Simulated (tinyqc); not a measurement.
Geometry optimisation on the UHF/sto-3g surface (energies and gradients from PySCF), for LiH+, spin multiplicity 2, step by step. Computed by tinyqc, a small Python program that keeps every step (integrals from PySCF). Settings: charge = 1, multiplicity = 2, basis = sto-3g, optimiser = bfgs, first Hessian = 0.3, largest step = 0.1, iteration cap = 30. Command: `OMP_NUM_THREADS=1 python tinyqc.py 26751 26752 out.jsonl` (the two numbers bound the seeds that draw the settings). One thread of a shared host (Intel(R) Xeon(R) Processor @ 2.60GHz), about 0.4 s of CPU time with the checks.

## Step 1: energy and gradient

positions at the start (bohr):
```
           x        y        z
1Li  0.00000  0.00000  0.00000
2H   0.00000  0.00000  3.16340
```

Self-consistent energy and analytic gradient at these positions.

energy = -7.6173379 hartree

gradient (hartree/bohr):
```
             x          y           z
1Li  0.0000000  0.0000000   0.0201750
2H   0.0000000  0.0000000  -0.0201750
```

## Step 1: move

Quasi-Newton step p = -H^(-1) g (first H = 0.3 times the unit matrix); steps longer than 0.1 bohr are cut back.

positions after step 1 (bohr):
```
           x        y         z
1Li  0.00000  0.00000  -0.06725
2H   0.00000  0.00000   3.23065
```

## Step 2: energy and gradient

As before.

energy = -7.6195942 hartree

gradient (hartree/bohr):
```
             x          y           z
1Li  0.0000000  0.0000000   0.0136015
2H   0.0000000  0.0000000  -0.0136015
```

## Step 2: move

inverse Hessian in use (bohr^2/hartree):
```
         1        2         3        4        5         6
1  3.33333  0.00000   0.00000  0.00000  0.00000   0.00000
2  0.00000  3.33333   0.00000  0.00000  0.00000   0.00000
3  0.00000  0.00000   6.78185  0.00000  0.00000  -3.44852
4  0.00000  0.00000   0.00000  3.33333  0.00000   0.00000
5  0.00000  0.00000   0.00000  0.00000  3.33333   0.00000
6  0.00000  0.00000  -3.44852  0.00000  0.00000   6.78185
```

Quasi-Newton step p = -H^(-1) g (the inverse Hessian comes from BFGS updates; coordinates in the order x, y, z of each atom); steps longer than 0.1 bohr are cut back (factor 0.508 here).

positions after step 2 (bohr):
```
           x        y         z
1Li  0.00000  0.00000  -0.13796
2H   0.00000  0.00000   3.30136
```

## Convergence

Stop when the largest gradient component is below 3e-5 hartree/bohr. The inverse Hessian follows the BFGS update with s = step, y = change of gradient.

Course of the optimisation:
```
step  E (hartree)  largest gradient (hartree/bohr)
1      -7.6173379                         2.02e-02
2      -7.6195942                         1.36e-02
3      -7.6211083                         8.02e-03
4      -7.6219153                         3.56e-03
5      -7.6221506                         6.85e-04
6      -7.6221608                         7.94e-05
7      -7.6221610                         2.13e-06
```

Final distances (angstrom):
```
pair    distance
2H-1Li   1.97087
```

Converged in 7 steps.
